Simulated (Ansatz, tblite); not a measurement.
Lattice constant a of zinc-blende BAs: levels of theory against measurement

Reference value: 4.777 Å (measured, room temperature, not corrected to a static lattice; as tabulated in Lucero et al. (2012), arXiv:1111.4515).

```tsv
level (code)	value (Å)	difference (%)
IPEA1-xTB (tblite)	4.674	-2.16
PBE (Ansatz)	4.809	+0.67
PBE-D4 (Ansatz)	4.758	-0.40
PBE0 (Ansatz)	4.770	-0.15
Hartree–Fock (Ansatz)	4.827	+1.05
```

Leaving aside IPEA1-xTB (doubt noted below): The reference is not for a static lattice or low temperature, so close values are not ranked against it.

The measured value isn't corrected to a static lattice, so vibrations enter the comparison. A static lattice is as a rule a little smaller than the measured one.  IPEA1-xTB: this parameter set was refitted to ionisation energies, not structures. IPEA1-xTB: the run uses a supercell at the zone centre in place of a k mesh. Cutoffs and k meshes differ between the levels. Ansatz's density-functional and Hartree–Fock values are scalar-relativistic unless marked +SOC, with PAW data made under PBE.

Differences are worked out from the printed values.

Ansatz is a quantum-chemistry and plane-wave program.
